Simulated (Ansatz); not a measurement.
Consider the hydrogenolysis of a C–C bond: `NC(=O)C(O)O` + H₂ → `NC=O` + `OCO`.

Calculated with Ansatz (gas phase, PBE0-D4/def2-TZVP geometries, no zero-point term in ΔE). CCSD(T)/CBS adds triple-zeta CCSD(T) − MP2 to the extrapolated MP2 energy (def2 sets, frozen cores). This one scheme is used for every species. Functionals use def2-TZVPP. B3LYP here is the variant with VWN-RPA as its local correlation; programs differ in this. Each species was taken in one conformer, which may not be the lowest.

(1) Is it downhill or uphill in electronic energy at CCSD(T)/CBS, and by how much? (Best estimate.)

(2) What do these levels give: PBE-D4, PBE0-D4, B3LYP-D4, ωB97M-V, B2PLYP, PBE0, HF/def2-TZVPP, SCS-MP2/def2-TZVPP, CCSD/def2-TZVPP, HF/def2-QZVPP, SCS-MP2/def2-QZVPP, CCSD/CBS(def2)? (Best estimate.)

Largest T1 diagnostic among the species: 0.016.

Answers

(1) The calculation gave: Downhill: ΔE = -20.8 kJ/mol.

(2) The calculation gave: PBE-D4 -17.0, PBE0-D4 -18.7, B3LYP-D4 -23.6, ωB97M-V -17.0, B2PLYP -29.0, PBE0 -25.3, HF/def2-TZVPP -47.8, SCS-MP2/def2-TZVPP -25.8, CCSD/def2-TZVPP -26.5, HF/def2-QZVPP -49.0, SCS-MP2/def2-QZVPP -26.7, CCSD/CBS(def2) -27.1 kJ/mol.

The D4 term adds +12.0 kJ/mol with B3LYP and +6.5 kJ/mol with PBE0; it sums over pairs of atoms, weighted by their polarisabilities, and B3LYP, whose exchange is more repulsive, gets the larger term. In def2-TZVPP, CCSD(T) changes the Hartree–Fock value by +27.7 kJ/mol (the triples alone add +6.4 kJ/mol) and MP2 by +29.9 kJ/mol.
